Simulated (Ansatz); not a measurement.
Basis-set extrapolation for C3H6FN, SMILES `C=C(N)CF` (PBE0-D4/def2-TZVP geometry, frozen core, Ansatz 0.2.0). Multiplicity 1, RHF reference.

```json
{"": "HF", "def2-TZVPP": "-271.072887", "def2-QZVPP": "-271.085253"}
{"": "MP2 correlation", "def2-TZVPP": "-0.954831", "def2-QZVPP": "-1.026213"}
{"": "CCSD(T) correlation", "def2-TZVPP": "-1.025069", "def2-QZVPP": "not run"}
```

Energies in hartree. Use E(X) = E(∞) + A·exp(−7.88·√X) for Hartree–Fock and E(X) = E(∞) + B·X^(−2.97) for correlation, with X = 3 and 4, and add CCSD(T) minus MP2 of the smaller set to the MP2 limit.

Q: What is the CCSD(T) energy at the basis-set limit?

A: HF limit: -271.085253 + (-0.012366) × 0.13774 = -271.08696. MP2 limit: -1.026213 + (-0.071382) × 0.74074 = -1.07909. Higher-order term: -1.025069 − (-0.954831) = -0.07024. Total: -272.23629 hartree, 3.76 eV below CCSD(T)/def2-TZVPP.
